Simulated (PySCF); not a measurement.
Order these species by their calculated properties.

Each SMILES stands for a single optimised conformer of the isolated species, non-relativistic unless stated; the electronic structure was computed with PySCF and density fitting.

The conformers computed, where there is a choice (atom-mapped SMILES and torsion angles):
- `[CH2:1]=[N:2]/[CH:3]=[CH:4]/[Cl:5]`: C1–N2–C3–C4 51°
- `[H]/[N:1]=[CH:2]/[CH:3]=[CH:4]\[Cl:5]`: N1–C2–C3–C4 180°
- `[CH3:1][O:2][CH:3]=[O:4]`: C1–O2–C3–O4 0°
- `[NH2:1][SiH2:2][GeH3:3]`: H–N1–Si2–Ge3 172°, H–N1–Si2–Ge3 -48°
- `[BH2:1][C@@H:2]([CH3:3])[C@H:4]([CH3:5])[CH2:6][CH:7]([CH3:8])[CH3:9]`: B1–C2–C4–C5 -70°, C2–C4–C6–C7 -55°, C4–C6–C7–C8 -59°

(1) Rank by dipole moment, highest first (PBE0-D3(BJ)/def2-SVP).
A. `C=N/C=C/Cl` (C3H4ClN)
B. `CC` (C2H6)
C. `[H]/N=C/C=C\Cl` (C3H4ClN)
D. `[AlH2][O][SiH2]Br` (AlBrH4OSi)

(2) Give the two extremes of that set in atomic units.

(3) Rank by smallest rotational constant, highest first (PBE0-D3(BJ)/def2-SVP).
A. `COC=O`
B. `[AlH2][O][SiH2]Br`
C. `B[C@@H](C)[C@H](C)CC(C)C`
D. `N[SiH2][GeH3]`
E. `[H]/N=C/C=C\Cl`
F. `[Cl][Cr-3]([Cl])([Cl])([Cl])([Cl])[Cl]` [quartet]
G. `Cl/C=C/N=C`

(4) By how much do the two ends of that ranking differ?

Results:

(1) A (1.84 D), D (1.63 D), C (0.88 D), B (0.00 D).

(2) `CC` (C2H6): 0.00 au; `C=N/C=C/Cl`: 0.72 au.

(3) A (5.352 GHz), D (2.033 GHz), E (1.699 GHz), G (1.594 GHz), B (0.938 GHz), C (0.885 GHz), F (0.603 GHz).

(4) By 4.749 GHz, between `COC=O` and `[Cl][Cr-3]([Cl])([Cl])([Cl])([Cl])[Cl]` [charge -3 and quartet state].
